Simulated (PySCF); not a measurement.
Species: isobutyric acid, C₄H₈O₂.
Atom-mapped SMILES: `[CH3:1][CH:2]([CH3:3])[C:4](=[O:5])[OH:6]` (hydrogens: H7, H8, H9 on C1; H10 on C2; H11, H12, H13 on C3; H14 on O6)

Geometry (PBE0-D3(BJ)/def2-SVP, Å), atoms numbered from 1 in this order:
```xyz
14
C4H8O2 angstrom
C     -0.528    1.452    0.249
C     -0.259    0.121   -0.430
C     -0.882   -1.061    0.315
C      1.227   -0.091   -0.621
O      2.097    0.646   -0.239
O      1.492   -1.226   -1.287
H     -1.610    1.641    0.309
H     -0.118    1.458    1.270
H     -0.058    2.282   -0.296
H     -0.684    0.132   -1.451
H     -0.707   -2.007   -0.215
H     -1.968   -0.915    0.416
H     -0.460   -1.150    1.329
H      2.458   -1.282   -1.354
```

The closed-shell ground state was solved at several levels (PySCF, density fitting, gas phase, non-relativistic).

```json
{"level": "PBE0/cc-pVTZ", "basis functions": "292", "total energy (Eh)": "-307.4779", "HOMO (eV)": "-7.91", "LUMO (eV)": "0.28", "gap (eV)": "8.19", "dipole (D)": "1.68"}
{"level": "LDA/pcSseg-1", "basis functions": "142", "total energy (Eh)": "-305.1544", "HOMO (eV)": "-6.53", "LUMO (eV)": "-1.13", "gap (eV)": "5.40", "dipole (D)": "1.62"}
{"level": "BLYP/pcSseg-1", "basis functions": "142", "total energy (Eh)": "-307.5803", "HOMO (eV)": "-6.21", "LUMO (eV)": "-0.75", "gap (eV)": "5.46", "dipole (D)": "1.60"}
{"level": "PBE0/pcSseg-0", "basis functions": "70", "total energy (Eh)": "-306.6369", "HOMO (eV)": "-8.09", "LUMO (eV)": "0.20", "gap (eV)": "8.29", "dipole (D)": "1.46"}
{"level": "B3LYP/pcJ-1", "basis functions": "242", "total energy (Eh)": "-307.7349", "HOMO (eV)": "-7.73", "LUMO (eV)": "-0.03", "gap (eV)": "7.70", "dipole (D)": "1.65"}
{"level": "PBE0/def2-TZVPD", "basis functions": "300", "total energy (Eh)": "-307.4887", "HOMO (eV)": "-8.01", "LUMO (eV)": "-0.05", "gap (eV)": "7.96", "dipole (D)": "1.76"}
{"level": "PBE0/IGLO-III", "basis functions": "290", "total energy (Eh)": "-307.4951", "HOMO (eV)": "-8.00", "LUMO (eV)": "0.09", "gap (eV)": "8.09", "dipole (D)": "1.76"}
{"level": "PBE/pcSseg-1", "basis functions": "142", "total energy (Eh)": "-307.3190", "HOMO (eV)": "-6.31", "LUMO (eV)": "-0.85", "gap (eV)": "5.46", "dipole (D)": "1.60"}
{"level": "wB97X-D/def2-SVPD", "basis functions": "190", "total energy (Eh)": "-307.4124", "HOMO (eV)": "-10.04", "LUMO (eV)": "1.83", "gap (eV)": "11.87", "dipole (D)": "1.80"}
```

Problem. What might PBE0/6-31G* (100 basis functions) give for the same quantities?

Solution. Total energy -307.3564 Eh, HOMO -7.66 eV, LUMO 0.64 eV, gap 8.30 eV, dipole 1.56 D.

Problem. Over all these levels, which gives the widest orbital gap and which the narrowest?

Solution. wB97X-D/def2-SVPD (range-separated hybrid) has the widest, 11.87 eV, and LDA/pcSseg-1 (LDA) the narrowest, 5.40 eV. Functional and basis both differ between the two, so the spread mixes both effects.

Problem. How much does the basis alone move the frontier levels among the 5 PBE0 rows (the withheld one included)?

Solution. The HOMO by 0.43 eV and the LUMO by 0.69 eV. By rising basis size (HOMO, LUMO in eV): pcSseg-0 -8.09, 0.20; 6-31G* -7.66, 0.64; IGLO-III -8.00, 0.09; cc-pVTZ -7.91, 0.28; def2-TZVPD -8.01, -0.05.

Problem. How far do the dipole and the HOMO energy spread over the levels?

Solution. The dipole runs from 1.46 to 1.80 D (mean 1.65 D) and the HOMO from -10.04 to -6.21 eV.

One conformer stands for the species.

wB97X-D is run here without its empirical dispersion term; that term would change no orbital, density or response property at a fixed geometry.
